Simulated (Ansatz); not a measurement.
Reaction: CH2BrF (bromo(fluoro)methane, SMILES FCBr) → CH2F (SMILES F[CH2], doublet) + Br (doublet) (the Br-C bond breaks)
Each species at its own B3LYP-D3(BJ)/def2-TZVP minimum (Ansatz, a quantum-chemistry and plane-wave program).

Quantity: bond dissociation energy (electronic), in kJ/mol. Radicals and triplets start from unrestricted determinants; spin-orbit coupling is neglected. Correlated methods leave the cores frozen (noble-gas shells, and filled d and f shells in the p block). No relativity. CBS(X,Y): correlation extrapolated as X^-3, Hartree-Fock from the larger set (Q,5: extrapolated as (X+1)exp(-9√X)). A bracket is a step between two methods taken in the basis named. Spin-orbit terms, left out, reach several kcal/mol for Br and I, and more for heavier atoms.

CCSD(T)/CBS(cc-pVQZ,cc-pV5Z) + [CCSDT(Q) - CCSD(T)]/cc-pVDZ (Ansatz) gives 316.5 kJ/mol.

**Question.** What does PBE/def2-TZVPD (Ansatz) give here, and how do the other levels compare?

**Answer.** PBE gives 321.1 kJ/mol, 4.6 kJ/mol above it. Differences of the others: r2SCAN/def2-TZVPD (Ansatz) -11.0; B3LYP/def2-TZVPD (Ansatz) -24.2; PBE0/def2-TZVPD (Ansatz) -8.0; CCSD(T)/CBS(cc-pVQZ,cc-pV5Z) (Ansatz) -0.3 kJ/mol.
